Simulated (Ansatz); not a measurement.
`N=C(F)Cl` + H₂ → `N=CCl` + H–F at 500 K and 1 bar (hydrogenolysis of a C–F bond).

Calculated with Ansatz (gas phase, PBE0-D4/def2-TZVP geometries, no zero-point term in ΔE). CCSD(T)/CBS is the MP2 limit (def2-TZVPP, def2-QZVPP) plus CCSD(T) − MP2 in def2-TZVPP, frozen cores. This one scheme is used for every species. One conformer a species, not always the lowest.

```csv
species,CCSD(T)/CBS energy (Eh),H − E (kJ/mol),S (J/(mol·K))
`N=C(F)Cl`,-652.89802,90.1,312.2
H₂,-1.17544,41.0,145.5
`N=CCl`,-553.70684,105.7,288.6
H–F,-100.39570,39.4,188.7
```

H − E and S are ideal-gas, rigid-rotor, harmonic terms from PBE0-D4/def2-TZVP, for one conformer and one mirror image of each species. The MP2-based limit puts H₂ 0.8 mEh under its directly extrapolated value; such offsets cancel only in part. 1 Eh = 2625.50 kJ/mol, R = 8.31446 J/(mol·K).

Q: By hand: ΔE, ΔH, ΔS and ΔG.

A: ΔE = (-553.70684) + (-100.39570) − (-652.89802) − (-1.17544) = -0.02908 Eh = -76.3 kJ/mol. Δ(H − E) = 105.7 + 39.4 − 90.1 − 41.0 = 14.0, so ΔH = -62.3 kJ/mol. ΔS = 288.6 + 188.7 − 312.2 − 145.5 = 19.6 J/(mol·K). ΔG = -62.3 − 500 × (19.6)/1000 = -72.1 kJ/mol.

Q: By hand: the equilibrium constant, and the temperature at which ΔG would vanish if ΔH and ΔS stayed fixed.

A: log₁₀ K = −ΔG/(RT ln 10) = 7.5. ΔH and −TΔS have one sign here, so there is no such temperature.

ΔH outweighs TΔS. A doubt of 5 kJ/mol in ΔE shifts log₁₀ K by 0.5 here. Other conformers and mirror images would add mixing entropy, several J/(mol·K) or more a flexible species. These are equilibria of isolated gas molecules and say nothing of rates. Largest T1 diagnostic: 0.013 (customary marks: 0.02 for closed shells, 0.045 for open ones).
